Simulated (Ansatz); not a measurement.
Complex (SMILES): Cl (HCl) with S (H2S), atoms 1 to 2 the first; geometry from NCB31 set, monomers rigid:
```xyz
5

Cl    -1.9116     0.0000     0.0035
H     -0.6273    -0.0001    -0.1041
S      1.8425     0.0000    -0.1015
H      1.8228    -0.9618     0.8347
H      1.8219     0.9619     0.8346
```

Interaction energy at PBE0 with Ansatz (a first-principles code), kcal/mol, without and with the counterpoise correction (monomers among the partner's ghost functions). Cartesian d functions, on some or all atoms, in 6-31+G*; all else is spherical. The program fits the integrals of some runs and decomposes those of others, by size. No added dispersion term, no relativity. Reference, counterpoise-corrected: the value in aug-pcseg-3, -3.53.

| basis | functions | uncorrected |
|---|---|---|
| STO-3G | 21 | -7.32 |
| 3-21G | 32 | -6.02 |
| def2-SV(P) | 42 | -5.13 |
| pcseg-1 | 51 | -3.88 |
| 6-31+G* | 52 | -4.03 |
| def2-SVPD | 78 | -4.48 |
| aug-cc-pV(D+d)Z | 91 | -3.95 |
| def2-TZVP | 92 | -3.93 |
| 6-311++G(2d,2p) | 100 | -4.02 |
| jun-cc-pV(T+d)Z | 138 | -3.64 |
| aug-pcseg-2 | 169 | -3.68 |
| def2-QZVPPD | 257 | -3.55 |

**Question.** How large is the counterpoise correction in each set?

**Answer.** STO-3G 2.38, 3-21G 2.19, def2-SV(P) 1.24, pcseg-1 0.26, 6-31+G* 0.37, def2-SVPD 0.77, aug-cc-pV(D+d)Z 0.33, def2-TZVP 0.32, 6-311++G(2d,2p) 0.31, jun-cc-pV(T+d)Z 0.09, aug-pcseg-2 0.14, def2-QZVPPD 0.01 kcal/mol. The corrected value lies nearer the reference in 12 of 12 rows.
